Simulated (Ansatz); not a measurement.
**Scan of the H4–O1–Si2–Si3 dihedral angle**

Si$_{2}$H$_{4}$O (SMILES O[SiH]=[SiH2]), singlet, at its PBE0-D4/def2-TZVP minimum:

```csv
atom,x (Å),y (Å),z (Å)
O1,-1.4685,-1.0607,-0.5826
Si2,-0.4659,0.2092,-0.3272
Si3,1.3481,0.1111,0.9091
H4,-2.4071,-0.8857,-0.6731
H5,-1.2629,1.4698,-0.3992
H6,2.1414,1.2923,0.4510
H7,2.1150,-1.1360,0.6221
```

The dihedral angle H4–O1–Si2–Si3 (145.9° at the minimum) is set to the values below, the two halves turning rigidly about the central bond. Each method's energies count from its own value at the PBE0-D4 minimum structure. Computed with Ansatz 0.2.0 (basis: def2-TZVPP); correlated methods freeze the cores. B3LYP uses VWN-RPA correlation.

CCSD(T) energies along the scan:
```
dihedral angle (°)  CCSD(T) (meV)
            -170.1             67
            -140.1            130
            -110.1            135
             -80.1             67
             -50.1             -9
             -20.1            -19
               9.9             43
              39.9            113
              69.9            119
              99.9             61
             129.9              7
             159.9              9
```
They count from the CCSD(T) energy at the PBE0-D4 minimum.

Largest difference from the CCSD(T) curve over the scan: PBE0-D4 10; B3LYP-D4 11; MP2 17 meV. Each curve counts from its own value at the minimum.

The T1 diagnostic stays at or below 0.019. The restricted Hartree–Fock reference is unstable towards an unrestricted one here. A large double-excitation amplitude points to some diradical character; no triplet was computed.

For scale, one of the runs: CCSD(T)/def2-TZVPP, 171 basis functions (an equivalent command: `ansatz run in.yaml --threads 2`). Hardware: 2 CPU threads, shared host. Wall time 24 s; peak host memory 1.3 GiB.
